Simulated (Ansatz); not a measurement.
# Worked example: correlation energy of [NH2···H···NH], triplet

Geometry: a point of a hydrogen-transfer path between rigid fragments, not a stationary point.

```tsv
atom	x (Å)	y (Å)	z (Å)
N	-1.2437	0.0138	-0.0277
H	-1.5410	0.9816	-0.0277
H	-1.5410	-0.3885	0.8526
H	-0.1527	0.0138	-0.0277
N	1.3593	0.0138	-0.0277
H	1.6284	-0.9904	-0.0277
```

Basis cc-pVDZ; Ansatz 0.2.0. Correlated methods freeze the noble-gas cores, which leaves 14 electrons in 46 orbitals. R marks a restricted (for open shells ROHF) determinant, U an unrestricted one.

Full CI isn't at hand for all of this; UCCSDT(Q) serves as the reference, and is uncertain by about the last step of the cluster series.

Runs differ by some tens of microhartree through their thresholds and, for an open shell, their frozen cores, so steps under 0.03 kcal/mol mean nothing.

```
    level  total energy (hartree)
      UHF             -111.133963
     UMP2             -111.434381
    UCCSD             -111.469727
 UCCSD(T)             -111.476399
   UCCSDT             -111.477105
UCCSDT(Q)             -111.477648
```

What is the correlation energy at UCCSDT(Q), and what share of it do UMP2 and UCCSDT recover?

E(corr) = -111.477648 − (-111.133963) = -0.343685 hartree = -9.352 eV. UMP2: -0.300418 / -0.343685 = 87.41 %. UCCSDT: -0.343142 / -0.343685 = 99.84 %.

By how many kcal/mol does UCCSD(T) miss UCCSDT(Q) (1 hartree = 627.509 kcal/mol), and which steps make up the rest?

-111.476399 − (-111.477648) = 0.001249 hartree = 0.78 kcal/mol. Steps: UCCSDT − UCCSD(T) = -0.44, UCCSDT(Q) − UCCSDT = -0.34 kcal/mol. That is within 1 kcal/mol of the reference in this basis, which itself misses far more of the correlation at the basis-set limit.
